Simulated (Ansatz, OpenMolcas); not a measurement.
**CS (carbon monosulfide): methods side by side**

CS has 2 atoms, charge 0, and is taken as a singlet. SMILES: `[C-]#[S+]`. The bond length is the measured one.

```xyz
2

C     0.0000    0.0000    0.0000
S     0.0000    0.0000    1.5349
```

Each level gives the energy change with the C1–S2 bond stretched from 1.535 to 3.070 Å (eV). The values are calculated.

| level | kind | program | value (eV) | less FCI/STO-3G | CPU time (all runs) |
| --- | --- | --- | --- | --- | --- |
| HF/STO-3G (restricted) | Hartree–Fock | Ansatz | 9.18 | +2.43 | 0.2 s |
| HF/STO-3G (unrestricted) | Hartree–Fock | OpenMolcas | 5.64 | -1.11 | 4.2 s |
| SVWN5/STO-3G (restricted) | LDA | Ansatz | 10.07 | +3.32 | 0.68 s |
| BLYP/STO-3G (restricted) | GGA | Ansatz | 9.19 | +2.44 | 1.1 s |
| revPBE/STO-3G (restricted) | GGA | Ansatz | 9.45 | +2.70 | 1.5 s |
| r2SCAN/STO-3G (restricted) | meta-GGA | OpenMolcas | 10.38 | +3.63 | 8.6 s |
| CCSD(T)/STO-3G (restricted) | coupled cluster or CI | Ansatz | 10.67 | +3.92 | 0.42 s |
| CCSD/STO-3G (restricted) | coupled cluster or CI | Ansatz | 10.45 | +3.70 | 0.48 s |
| FCI/STO-3G | exact in the basis | Ansatz | 6.75 | 0.00 | 0.7 s |

FCI/STO-3G is exact within its basis and frozen core, so for wave-function methods in that basis the difference is their error; functionals converge differently with the basis, so for them it is only a difference. Spin-restricted single references rise too steeply as a bond breaks. The first shape isn't each level's own minimum. The values span 5.64 to 10.67 eV. Spin contamination of the reference (⟨S²⟩ at least 0.1 too high) touches HF/STO-3G. All rows use very small basis sets, so even the best lies far from the true value. CPU times are rough (shared hosts, several kinds of processor): they show what a rung costs within a factor of a few.
